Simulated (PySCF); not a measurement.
# Choosing a basis for TDDFT

Compound: SF4.
InChI=1S/F4S/c1-5(2,3)4

TDDFT with PBE0 (PySCF), vertical singlets, core orbitals frozen in the response, spherical d and f functions. Isolated species at its PBE0-D3(BJ)/def2-SVP geometry, gas phase.

Problem. How do the low singlets change with the basis? Take 6-31G*, def2-SVP, def2-SVPD and def2-TZVP.

Solution. 

```
    basis  functions  diffuse  S1 (eV)  S2 (eV)  S3 (eV)  S4 (eV)  S5 (eV)  LUMO (eV)  α (au)
   6-31G*         74       no     6.41     7.78     7.84     8.12     8.39      -1.77    21.7
 def2-SVP         74       no     6.43     7.80     7.87     8.15     8.41      -2.04    20.1
def2-SVPD        119      yes     6.44     7.91     7.92     8.00     8.51      -2.49    28.8
def2-TZVP        161       no     6.41     7.90     7.93     8.21     8.53      -2.25    24.6
```

States are compared by their number. Against the only diffuse basis here (def2-SVPD, itself not a converged limit), sets without diffuse functions differ by up to 0.02 eV in S1 and 0.12 eV in S5. State by state, the largest deviation of a set without diffuse functions is S1 0.02, S2 0.13, S3 0.08, S4 0.22, S5 0.12 eV. The same number needn't mean the same state in each row. Against def2-SVPD the polarisability deviates by -25% in 6-31G*, -30% in def2-SVP, -14% in def2-TZVP.
